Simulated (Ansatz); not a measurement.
Ansatz (a quantum-chemistry and plane-wave program) input (PBE/6-311+G**): The .json file is the Basis Set Exchange's 6-311+G**.

Ansatz 0.2 input:
```yaml
crystal:
  periodic: [false, false, false]
  atoms:
    - {symbol: O, position_ang: [0.18079969, 1.35809733, -0.27389077]}
    - {symbol: C, position_ang: [0.01481803, 0.05795521, 0.48622585]}
    - {symbol: H, position_ang: [0.27730306, 1.99334323, 0.43466644]}
    - {symbol: C, position_ang: [-1.30430824, -0.50114073, -0.00064997]}
    - {symbol: C, position_ang: [1.12259101, -0.83120874, -0.03526909]}
    - {symbol: H, position_ang: [-1.34571266, -0.63816707, -1.11781867]}
    - {symbol: H, position_ang: [1.09460006, -0.97005936, -1.15262913]}
    - {symbol: H, position_ang: [-2.14719011, 0.14726524, 0.26486815]}
    - {symbol: H, position_ang: [2.11509679, -0.43242283, 0.20406769]}
    - {symbol: H, position_ang: [-1.49493930, -1.48572808, 0.44625857]}
    - {symbol: H, position_ang: [1.05583988, -1.83264425, 0.40987234]}
basis:
  gaussian:
    orbitals: 6-311+G__.json
hamiltonian:
  xc: {name: PBE}
total_charge: -1
output: {forces: true}
```

Problem. What final total energy does it give?

Solution. -193.50488 Eh.
